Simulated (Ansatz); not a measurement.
Rock-salt MgS, treated with r²SCAN0 (Ansatz, an electronic-structure program, plane waves, PAW).

Settings: plane-wave cutoff 520 eV, 8×8×8 k mesh, Fermi–Dirac smearing 0.01 eV, scalar-relativistic PAW data made under PBE.

Computed points:

| V (Å³/atom) | E − E_lowest (meV/atom) | P (GPa) |
|---|---|---|
| 16.554 | 12.33 | 4.73 |
| 16.990 | 2.95 | 2.22 |
| 17.480 | 0.00 | -0.24 |
| 17.861 | 2.62 | -1.93 |
| 18.297 | 10.25 | -3.65 |

### Question
Estimate the bulk modulus from the pressures at 16.990 and 17.861 Å³/atom, and compare it with a fit to all energies.

### Answer
B = −V dP/dV. Between V = 16.990 and 17.861 Å³/atom, dP/dV = (-1.93 − (2.22))/(17.861 − 16.990) = -4.76 GPa per Å³/atom; at the midpoint 17.425 Å³/atom this gives B ≈ 83.0 GPa. The third-order Birch–Murnaghan fit gives V0 = 17.429 Å³/atom, B0 = 82.8 GPa, B′ = 4.0, which lies within 1 % of that estimate.

Measured, for comparison: bulk modulus 81 GPa, equilibrium volume per atom 17.45 Å³/atom (corrected for zero-point motion; as tabulated in Goldzak et al. (2022), arXiv:2208.04865). Computed (rounded) less measured: bulk modulus +2 %, equilibrium volume per atom -0.1 %.

Static lattice: no zero-point or thermal effects.

It cost around 7 core-minutes (rough) of CPU time.
